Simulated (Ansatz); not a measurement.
One crystal and one scan (energy against volume) at two levels, PBE (plane waves to 420 eV, PAW, scalar-relativistic; Ansatz, an electronic-structure program) and r2SCAN (plane waves to 500 eV, PAW, scalar-relativistic; Ansatz), each from its own relaxed cell and on its own mesh. The cell shown is that of PBE.

W (bcc, W type)

```xyz
1
Lattice="-1.5918 1.5918 1.5918 1.5918 -1.5918 1.5918 1.5918 1.5918 -1.5918" Properties=species:S:1:pos:R:3 pbc="T T T"
W      0.0000     0.0000     0.0000
```

The volume is varied about the relaxed value V₀ at fixed cell shape. Symmetry pins the atoms to their sites.

E stands for the smeared free energy. Spin-orbit coupling is left out, though W is heavy. W is run without spin polarisation. W was relaxed with its symmetry unable to fall. Both scans cover V/V₀ from 0.840 to 1.160.

ΔE (meV/atom), each from the relaxed starting cell of its own level:

| V/V₀ | PBE | r2SCAN |
|---|---|---|
| 0.840 | 527 | withheld |
| 0.872 | 317 | 326 |
| 0.904 | 168 | 173 |
| 0.936 | 70 | 72 |
| 0.968 | 17 | 17 |
| 1.000 | 0 | 0 |
| 1.032 | 15 | 15 |
| 1.064 | 56 | 58 |
| 1.096 | 120 | 125 |
| 1.128 | 203 | 212 |
| 1.160 | 302 | 315 |

Q: Estimate the r2SCAN value at 0.840 from the PBE value there and the ratio of the two levels in the two nearest given rows on that side of the minimum.

A: At 0.872 and 0.904 the ratio r2SCAN/PBE averages 1.029, which gives 1.029 × 527 = 542 meV/atom. The calculation gives 543 meV/atom, +3.0 % against PBE.

(Under strain, the slope of the energy per volume gives the stress and its curvature an elastic modulus.)
